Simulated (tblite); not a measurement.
Species: C4H3S (doublet state).
SMILES: `C=[C]C=C=S`

Structure optimised with GFN2-xTB, isolated species. This method treats the open shell by occupation alone, without spin polarisation.

Masses are those of the commonest isotopes; rigid-rotor values at the optimised geometry. 

**Question.** Give the principal moments of inertia and the rotational constants in MHz.

**Answer.** Ia = 20.67, Ib = 312.29, Ic = 329.58 u·Å²; 505379 MHz·u·Å²/I gives A = 24453, B = 1618, C = 1533 MHz.

**Question.** Classify the top.

**Answer.** A near-prolate asymmetric top: κ = (2 × 1618 − 24453 − 1533)/(24453 − 1533) = -0.99.

**Question.** Is it planar, by Δ = Ic − Ia − Ib?

**Answer.** Not planar: Δ = Ic − Ia − Ib = -3.37 u·Å². For a rigid frame Δ = −2 Σ m c², so Σ m c² = 1.69 u·Å² lies off the ab plane, practically all of it from hydrogen. The atom farthest from that plane is 0.92 Å away.

**Question.** Give the coordinates in the principal-axis frame, origin at the centre of mass.

**Answer.** The sense of each axis is arbitrary; atoms in the order of the calculation.
```tsv
atom	mass (u)	a (Å)	b (Å)	c (Å)
C1	12.000	-2.931	-0.534	0.001
C2	12.000	-1.815	0.110	-0.002
C3	12.000	-0.663	0.793	0.004
C4	12.000	0.586	0.279	-0.008
S5	31.972	2.049	-0.250	0.001
H6	1.008	-3.429	-0.829	0.917
H7	1.008	-3.441	-0.817	-0.912
H8	1.008	-0.714	1.880	0.013
```

**Question.** List the rotational levels J(Ka,Kc) to J = 3 (K).

**Answer.** Above 0(0,0), as E/k:
J = 1: 1(0,1) 0.151, 1(1,1) 1.247, 1(1,0) 1.251
J = 2: 2(0,2) 0.454, 2(1,2) 1.546, 2(1,1) 1.558, 2(2,1) 4.846, 2(2,0) 4.846
J = 3: 3(0,3) 0.907, 3(1,3) 1.993, 3(1,2) 2.018, 3(2,2) 5.299, 3(2,1) 5.299, 3(3,1) 10.789, 3(3,0) 10.789
Those of J = 1 are B + C, A + C and A + B.

**Question.** Estimate the classical rotational partition function at 10 K, 25 K and 100 K.

**Answer.** Point group Cs, symmetry number σ = 1; q = (√π/σ)·√((kT/h)³/(ABC)), k/h = 20836.6 MHz/K: 684 at 10 K, 2710 at 25 K, 21600 at 100 K.

For this open shell read J as N, the rotation without spin; fine and hyperfine splittings come on top. Its GFN2-xTB frequencies are all real (lowest 48 cm⁻¹). Constants of a rigid frame at the computed geometry: no zero-point averaging, no centrifugal distortion.
